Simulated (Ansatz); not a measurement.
Born–Oppenheimer molecular dynamics of ClFH$_{2}$Si (5 atoms, charge 0, multiplicity 1). It starts from a relaxed structure.

These are results of RKS PBE0/def2-SVP (Ansatz), not measurements.

```
ensemble        : NVT, Nosé–Hoover chain
time step       : 0.5 fs
steps asked     : 500
set temperature : 200 K
thermostat      : time constant 100 fs, chain length 3 (defaults)
seed            : 115794
```

First frame:

```xyz
5
Properties=species:S:1:pos:R:3
Si 0.005 0.000 -0.024
F 0.013 0.000 1.592
Cl 1.944 0.000 -0.688
H -0.664 1.239 -0.486
H -0.664 -1.239 -0.486
```

How far do the bonds stretch over the last three quarters of this one trajectory? (Pairs bonded in most of those frames.)


```csv
bond,mean (Å),spread (Å),shortest,longest
Si1–F2,1.618,0.016,1.59,1.65
Si1–Cl3,2.050,0.013,2.02,2.08
Si1–H4,1.484,0.020,1.45,1.52
Si1–H5,1.484,0.010,1.47,1.50
```

Mean temperature of the second half: 199 K. The conserved energy stayed within 0.058 meV per atom of its start (net change 0.036 meV per atom), so the integration is sound. A run of 0.25 ps of so small a system gives no equilibrium averages.

Run time: 10 min on 1 thread of Arm Neoverse V2, on a shared host, peak memory 0.11 GiB.
